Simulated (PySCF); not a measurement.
A small calculation by hand: entropy of an ideal gas

thiophene cation (C4H4S), SMILES c1cccs1 (connectivity only; charge and spin as stated), charge +1, multiplicity 2.

Geometry optimised at PBE-D3(BJ)/def2-SVP. The spin state was assumed, not searched.

PBE-D3(BJ)/def2-SVP (PySCF) gives the harmonic wavenumbers 355, 447, 450, 602, 683, 788, 816, 839, 841, 940, 975, 1044, 1082, 1190, 1317, 1322, 1495, 3153, 3158, 3165, 3176 cm⁻¹ and the rotational temperatures 0.3932, 0.2405, 0.1492 K. The molar mass is 84.14 g/mol, the symmetry number 2, the spin multiplicity 2.

Q: Work out the entropy at 298.15 K and 1 atm in the rigid-rotor, harmonic-oscillator model.

A: 
Translation (Sackur–Tetrode at 1 atm): S = R[1.5 ln M + 2.5 ln T − 1.16487] = 164.0 J/(mol K).
Rotation: q = (√π/σ) T^1.5/√(θA θB θC) = 38400, S = R[ln q + 3/2] = 100.2 J/(mol K).
Vibration: with u = 1.4388 ν/T, each mode gives R[u/(e^u − 1) − ln(1 − e^−u)]:
```json
[
 {"ν (cm⁻¹)": "355", "modes": "1", "u": "1.71", "S (J/(mol K))": "4.79"},
 {"ν (cm⁻¹)": "447", "modes": "1", "u": "2.16", "S (J/(mol K))": "3.37"},
 {"ν (cm⁻¹)": "450", "modes": "1", "u": "2.17", "S (J/(mol K))": "3.33"},
 {"ν (cm⁻¹)": "602", "modes": "1", "u": "2.91", "S (J/(mol K))": "1.87"},
 {"ν (cm⁻¹)": "683", "modes": "1", "u": "3.30", "S (J/(mol K))": "1.37"},
 {"ν (cm⁻¹)": "788", "modes": "1", "u": "3.80", "S (J/(mol K))": "0.91"},
 {"ν (cm⁻¹)": "816", "modes": "1", "u": "3.94", "S (J/(mol K))": "0.81"},
 {"ν (cm⁻¹)": "839", "modes": "1", "u": "4.05", "S (J/(mol K))": "0.74"},
 {"ν (cm⁻¹)": "841", "modes": "1", "u": "4.06", "S (J/(mol K))": "0.74"},
 {"ν (cm⁻¹)": "940", "modes": "1", "u": "4.54", "S (J/(mol K))": "0.50"},
 {"ν (cm⁻¹)": "975", "modes": "1", "u": "4.71", "S (J/(mol K))": "0.43"},
 {"ν (cm⁻¹)": "1044", "modes": "1", "u": "5.04", "S (J/(mol K))": "0.33"},
 {"ν (cm⁻¹)": "1082", "modes": "1", "u": "5.22", "S (J/(mol K))": "0.28"},
 {"ν (cm⁻¹)": "1190", "modes": "1", "u": "5.74", "S (J/(mol K))": "0.18"},
 {"ν (cm⁻¹)": "1317", "modes": "1", "u": "6.36", "S (J/(mol K))": "0.11"},
 {"ν (cm⁻¹)": "1322", "modes": "1", "u": "6.38", "S (J/(mol K))": "0.10"},
 {"ν (cm⁻¹)": "1495", "modes": "1", "u": "7.21", "S (J/(mol K))": "0.05"}
]
```
The stiffer modes add less than 0.005 each. Sum 19.9 J/(mol K).
Spin: R ln 2 = 5.8 J/(mol K).
Total 289.9 J/(mol K); the program's own thermochemistry gives 289.9. Translation makes up 57 % and vibration 7 %. Anharmonicity, hindered rotation and orbital degeneracy are left out.
